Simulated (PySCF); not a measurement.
# The bond of CN−, level by level

An exercise on one series of results from a longer session: the logs are not shown, and one member is left open.

The runs use PySCF 2.14.0; C def2-TZVPPD, N def2-TZVPPD, no relativity.

1 further run of the same task is left out (set aside as unsound or not needed).

The first run:

The job is set up so:

```yaml
atoms: C, N
charge: -1
basis: C def2-TZVPPD, N def2-TZVPPD
Hamiltonian: no relativity
basis_functions: 74
electrons_treated: 14
masses_in_u: 12.0000, 14.0031
levels: PBE0, PBE, r²SCAN, TPSS, M06, PW91, M06-2X, PBEsol, ωB97M-V, HF, MP2, SCS-MP2, CCSD, CCSD(T)
grid: 80 radial by 434 angular points
occupations: held fixed by the projection of orbital angular momentum
dissociation_limit: C− + N, each in its ground configuration
starting_distance_in_angstrom: 1.465
values_of_2S_to_try: 0, 2, 4
```

Started as:

```sh
> OMP_NUM_THREADS=1 python dia.py task.json out
```

Among the steps run: The job; PBE0 along the bond; PBE; r²SCAN (meta-GGA); TPSS (meta-GGA); M06 (hybrid meta-GGA); PW91 (GGA); M06-2X; PBEsol (GGA); ωB97M-V (range-separated hybrid); RHF; MP2 and coupled cluster.

One of the session's tables, all rows but one given; the rest of the session is left out.

Differences from CCSD(T) in the same basis:

```
      level  Re (mÅ)  ωe (%)
        RHF      -32   +13.0
    RHF-MP2       +5    -3.4
RHF-SCS-MP2       +3    -2.0
   RHF-CCSD       -7    +3.1
        PBE       -2    +0.2
     PBEsol       -3    +0.8
       PW91       -4    +0.5
       TPSS        ?       ?
     r²SCAN      -10    +3.0
       PBE0      -13    +4.8
        M06      -14    +3.7
     M06-2X      -17    +6.3
    ωB97M-V      -15    +5.5
```

**Question.** Estimate the row for TPSS.

The run gave: Re (mÅ): -4; ωe (%): +0.7.
